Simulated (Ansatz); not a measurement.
# [Br···H···F], doublet along the distance Br1-H2

Starting geometry:

```yaml
atoms:
  - { symbol: Br, position_ang: [0.0000, 0.0000, -1.3449] }
  - { symbol: H, position_ang: [0.0000, 0.0000, 0.0757] }
  - { symbol: F, position_ang: [0.0000, 0.0000, 1.2691] }
```

From there H2 is moved from one fragment to the other while all else, the fragments' distance too, stays fixed; atoms are numbered as listed. Energies are in kJ/mol, counted from the starting geometry at the same level.

Basis cc-pVTZ; Ansatz 0.2.0. Only valence electrons are correlated (noble-gas cores and the filled d shells of p-block atoms frozen). Prefix R: restricted or restricted open-shell reference; prefix U: unrestricted. Active spaces: valence = (15e, 9o) chosen from the atoms' valence shells. No spin–orbit coupling is included, and no scalar relativity.

Coupled cluster chose its determinant by trial CCSD, here up to 0.14 eV above the lowest Hartree–Fock solution of its kind, and MP2 stands on that determinant too. Runs in a small pair space aren't shown, since their orbitals change along the scan. A value is left out where its run failed or describes another state than the reference as far as symmetry and spin tell, or, spin-broken singlets apart, can't be checked. The reference follows the lowest state, whose symmetry changes from Σ⁺ or Δ to Π between 1.463 and 1.546.

Full CI isn't at hand for all of this; UCCSDT(Q) serves as the reference, and is uncertain by about the last step of the cluster series. The frozen core follows each run's orbitals, which can shift R against U totals by a few meV for light atoms and by up to 0.1 eV past Ca.

| distance Br1-H2 (Å) | UCCSDT(Q) | error RMP2 | error UMP2 | error UCCSD(T) | error RCCSDT | error NEVPT2 (valence space) | error MRCISD+Q (valence space) |
| --- | --- | --- | --- | --- | --- | --- | --- |
| 1.421 | 0.0 | 0.0 | 0.0 | 0.0 | 0.0 | 0.0 | 0.0 |
| 1.463 | -18.9 | -20.0 | -5.6 | -0.1 | 0.1 | – | – |
| 1.546 | -64.1 | -43.8 | -38.2 | -1.1 | -0.5 | -12.7 | -3.6 |
| 1.630 | -107.7 | -43.4 | -37.7 | -1.5 | -0.7 | -11.0 | -4.8 |
| 1.714 | -125.6 | -42.4 | -36.7 | -1.7 | -0.8 | -8.4 | -5.9 |

Errors are those of relative energies. In total energy the starting point itself misses UCCSDT(Q) by: RMP2 127.1, UMP2 123.4, UCCSD(T) 4.3, RCCSDT 2.2, NEVPT2 (valence space) 200.0, MRCISD+Q (valence space) 29.8 kJ/mol.

Spread of the error over the points with a reference, to 1.714 Å (largest less smallest): RCCSDT 1.0, UCCSD(T) 1.7, MRCISD+Q (valence space) 5.9 (4 of 5 points), NEVPT2 (valence space) 12.7 (4 of 5 points), UMP2 38.2, RMP2 43.8 kJ/mol.
